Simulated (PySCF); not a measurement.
An unknown is described by computed data only.

Formula: CF4.

- Dipole: 0.00 D [PBE0/pcSseg-1]
- NMR, other nuclei: isotropic shieldings of nuclei other than C and H, by class: 250 (4 F) ppm [GIAO PBE0/pcSseg-1]
- Couplings: largest of the computed one-bond spin–spin couplings (means over like bonds): 19F–13C -348.4 (×4) Hz [B3LYP/pcJ-1]
- 13C NMR: chemical shifts (computed TMS as zero) by class: 127.3 (1 C) ppm [GIAO PBE0/pcSseg-1]
- Rotational structure: rotational constants A, B, C: 5.765, 5.763, 5.759 GHz [PBE0-D3(BJ)/def2-SVP]

The electronic properties come from PySCF, for the isolated species, density fitting. Levels stand in brackets. Isolated species at its PBE0-D3(BJ)/def2-SVP geometry, gas phase. NMR values are class means; diastereotopic atoms form classes of their own.

Task: Propose a structure and show how it fits.

Result: Numbering: `[F:1][C:2]([F:3])([F:4])[F:5]`. Its formula, CF4, gives 0 degrees of unsaturation, so no ring and no π bond. The one carbon: carbon bonded to 4 F [C2] (127.3 ppm). The other shieldings belong to: 250 ppm, fluorine bonded to C [F1/F3/F4/F5]. The couplings run between: -348.4 Hz, fluorine bonded to C [F1] and carbon bonded to 4 F [C2] (with 3 like pairs). The vanishing dipole is forced by symmetry. The optimised geometry has point group Td and is a spherical top (the spread among constants that symmetry makes equal is optimisation noise). Structure: `FC(F)(F)F`. The assignments are read from this structure; whether some other isomer fits the data as well wasn't checked.
